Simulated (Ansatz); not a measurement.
Molecule (SMILES): [CH]=O (CH-O), doublet.
Atoms: C1, O2, H3. Bonds: C1-O2, C1-H3.

Basis-set convergence of the optimised C1-O2 bond length at HF with Ansatz (an electronic-structure program). Cartesian d functions, on some or all atoms, in 6-31G*, 6-31+G*; all else is spherical. The program fits the integrals of some runs and decomposes those of others, by size. Open shells are unrestricted. No added dispersion term, no relativity. Reference: the value in aug-pcseg-3, 1.1484 Å, itself unsure by roughly 0.0002 Å (its mean distance from aug-cc-pVQZ, def2-QZVPPD, pcseg-3). Deviations are taken from unrounded values.

```csv
basis,functions,optimised C1-O2 bond length (Å)
6-31G*,32,1.1588
6-31+G*,40,1.1588
cc-pVDZ,33,1.1561
aug-cc-pVDZ,55,1.1571
def2-SVP,33,1.1527
def2-SVPD,51,1.1541
pcseg-1,33,1.1547
aug-pcseg-1,55,1.1549
6-311G**,42,1.1516
6-311+G**,50,1.1517
def2-TZVP,68,1.1497
def2-TZVPD,86,1.1498
cc-pVTZ,74,1.1509
aug-cc-pVTZ,115,1.1507
pcseg-2,74,1.1496
aug-pcseg-2,115,1.1497
def2-TZVPP,76,1.1497
def2-TZVPPD,94,1.1498
cc-pVQZ,140,1.1488
aug-cc-pVQZ,206,1.1487
def2-QZVPP,144,1.1487
def2-QZVPPD,162,1.1486
pcseg-3,153,1.1484
aug-pcseg-3,219,1.1484
```

What the diffuse functions change, pair by pair:
- 6-31G* to 6-31+G*: 8 more functions, deviation 0.0104 to 0.0104 Å
- cc-pVDZ to aug-cc-pVDZ: 22 more functions, deviation 0.0077 to 0.0087 Å
- def2-SVP to def2-SVPD: 18 more functions, deviation 0.0043 to 0.0057 Å
- pcseg-1 to aug-pcseg-1: 22 more functions, deviation 0.0063 to 0.0064 Å
- 6-311G** to 6-311+G**: 8 more functions, deviation 0.0031 to 0.0033 Å
- def2-TZVP to def2-TZVPD: 18 more functions, deviation 0.0013 to 0.0014 Å
- cc-pVTZ to aug-cc-pVTZ: 41 more functions, deviation 0.0025 to 0.0023 Å
- pcseg-2 to aug-pcseg-2: 41 more functions, deviation 0.0012 to 0.0013 Å
- def2-TZVPP to def2-TZVPPD: 18 more functions, deviation 0.0013 to 0.0014 Å
- cc-pVQZ to aug-cc-pVQZ: 66 more functions, deviation 0.0004 to 0.0003 Å
- def2-QZVPP to def2-QZVPPD: 18 more functions, deviation 0.0003 to 0.0002 Å
- pcseg-3 to aug-pcseg-3: 66 more functions, deviation 0.0000 to 0.0000 Å

Leaving out the reference's own pair, they bring the value nearer the reference by more than 0.0002 Å in 1 of 11 pairs.
